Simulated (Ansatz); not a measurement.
Results of HSE06 (PAW; Ansatz, an electronic-structure program) for GaS (P6₃/mmc, No. 194).

Settings: plane-wave cutoff 500 eV, 12×12×2 k mesh (along the axes of the cell as run), gaussian smearing 0.02 eV, scalar-relativistic PAW data made under PBE.

Cell (relaxed with PBEsol):

GaS is taken in the hexagonal space group P6₃/mmc (No. 194), Pearson symbol hP8. Cell: a = 3.5686 Å, b = 3.5686 Å, c = 16.0222 Å, α = 90.00°, β = 90.00°, γ = 120.00°. Ga on 4f is surrounded by 3 S at 2.329 Å (trigonal pyramidal). S on 4f has 3 Ga at 2.329 Å (trigonal pyramidal). (Neighbours: up to the widest gap in distance over summed covalent radii, below 1.35, at either atom; cation-cation and far metal-metal contacts left out.)

What does this level give for the band gap?


- band gap = 2.56 eV (on the SCF k mesh)

Measured, for comparison: band gap 2.5 eV (temperature not stated, not corrected to a static lattice, compiled measured gap; kind and temperature not stated; as tabulated in Kothakonda et al. (2022), arXiv:2208.02841).

Note: cell and atoms aren't relaxed at this level (pressure 1.1 GPa); the cell has widely spaced layers and the level no dispersion term, so their spacing and the moduli can rest on weak binding.

Spin–orbit coupling is not included.

The computed numbers hold no vibrational or temperature effects.
